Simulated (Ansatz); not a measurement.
Start from `C=C(F)NC` and change one atom or group to get `C=CF`.

Ansatz, PBE0-D4/def2-TZVP geometries, multiplicity 1. Each molecule was computed in one conformer, which needn't be the lowest.

| property | `C=C(F)NC` |
| --- | --- |
| HOMO energy (PBE/def2-TZVPP) / eV | -5.00 |
| size of the dipole moment (ωB97M-V/def2-TZVPP) / D | 2.27 |
| ideal-gas entropy at 298 K and 1 bar (rigid rotor, harmonic PBE0-D4/def2-TZVP) / J/(mol·K) | 314 |
| HOMO–LUMO gap (PBE/def2-TZVPP) / eV | 4.97 |
| LUMO energy (PBE0/def2-TZVPP) / eV | 0.89 |
| size of the dipole moment (B3LYP/def2-TZVPP) / D | 2.29 |

Q: What does the change do to each property? (Best estimate.)

A: Ansatz gave: 
| property | `C=CF` | shift |
| --- | --- | --- |
| HOMO energy (PBE/def2-TZVPP) / eV | -6.49 | -1.49 |
| size of the dipole moment (ωB97M-V/def2-TZVPP) / D | 1.34 | -0.93 |
| ideal-gas entropy at 298 K and 1 bar (rigid rotor, harmonic PBE0-D4/def2-TZVP) / J/(mol·K) | 252 | -62 |
| HOMO–LUMO gap (PBE/def2-TZVPP) / eV | 5.70 | 0.73 |
| LUMO energy (PBE0/def2-TZVPP) / eV | 0.26 | -0.63 |
| size of the dipole moment (B3LYP/def2-TZVPP) / D | 1.34 | -0.95 |

With PBE0 the HOMO falls by 1.55 eV and the LUMO falls by 0.63 eV, so the gap widens by about 0.92 eV. PBE moves the HOMO by -1.49 eV and ωB97M-V by -1.63 eV. The zero-point energy changes by -120.1 kJ/mol with -15 modes. Dipoles are sizes alone; their direction can turn.

B3LYP here is the variant with VWN-RPA as its local correlation; programs differ in this.
